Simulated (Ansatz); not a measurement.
Species: CH₃O, charge 0, doublet. CH3O (SMILES [CH2]O, doublet).
B3LYP-D3(BJ)/def2-TZVP minimum from Ansatz (a program for electronic structure):
```
C
O 1 1.3645
H 2 0.9632 1 109.87
H 1 1.0785 2 113.74 3 175.53
H 1 1.0823 4 121.49 2 153.15
```
Charge 0, spin multiplicity 2.

Hartree-Fock and CCSD correlation energies in hartree (Ansatz). Radicals and triplets start from unrestricted determinants; spin-orbit coupling is neglected. Correlated methods leave the cores frozen. No relativity.

| basis | X | E(HF) | E(corr, CCSD) |
|---|---|---|---|
| cc-pVTZ | 3 | -114.46247 | -0.41143 |
| cc-pVQZ | 4 | -114.47189 | -0.43681 |
| cc-pV5Z | 5 | -114.47449 | withheld |

**Question.** Fit E(corr) = E∞ + A/X³ to X = 3 and 4, predict X = 5, and compare with the run.

**Answer.** A = (-0.41143 - (-0.43681))/(1/27 - 1/64) = 1.1853; E∞ = -0.43681 - A/64 = -0.45533; at X = 5, E∞ + A/125 = -0.44585. The run gave -0.44548, 0.37 mEh above the prediction. The same form on X = 4 and 5 gives E∞ = -0.45458, 0.75 mEh above the first estimate.
